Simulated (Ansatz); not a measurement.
Basis sets compared for Al₃H₂. The state is a doublet with charge 0. Geometry B3LYP-D4/def2-TZVP. Ansatz on 4 threads of Arm Neoverse V1 on a shared host; times are rough, and most runs start from earlier orbitals.

```tsv
atom	x (Å)	y (Å)	z (Å)
Al1	0.506	-1.152	-1.670
Al2	-0.002	-1.150	0.777
Al3	0.000	1.135	-0.799
H4	-0.250	2.709	-0.618
H5	-0.254	-1.543	2.310
```

The structure comes from a short search, and lower isomers may exist.

Binding counts from free atoms (Al doublet, H doublet) in the same basis, without a counterpoise term.

| level | functions | energy (Eh) | HOMO (eV) | LUMO (eV) | binding per atom (eV) | wall time |
| --- | --- | --- | --- | --- | --- | --- |
| PBE-D4/def2-SVP | 64 | -727.7827 | -4.74 | -3.97 | 1.96 | 0.8 s |
| PBE-D4/def2-TZVP | 123 | -728.0421 | -4.72 | -3.87 | 1.96 | 1.5 s |
| r2SCAN-D4/def2-TZVP | 123 | -728.3598 | -5.04 | -3.64 | 2.00 | 4.1 s |
| PBE0-D4/def2-SVP | 64 | -727.8483 | -5.42 | -3.26 | 1.93 | 1 s |
| PBE0-D4/def2-TZVP (with forces) | 123 | -728.1039 | -5.41 | -3.13 | 1.93 | 4.7 s |

Estimate the rows for PBE-D4/def2-TZVPD, r2SCAN-D4/def2-TZVPD, PBE0-D4/def2-TZVPD.


```
               level  functions  energy (Eh)  HOMO (eV)  LUMO (eV)  binding per atom (eV)  wall time
   PBE-D4/def2-TZVPD        147    -728.0426      -4.71      -3.86                   1.96      2.2 s
r2SCAN-D4/def2-TZVPD        147    -728.3604      -5.02      -3.62                   2.01      5.5 s
  PBE0-D4/def2-TZVPD        147    -728.1043      -5.40      -3.11                   1.93      2.9 s
```
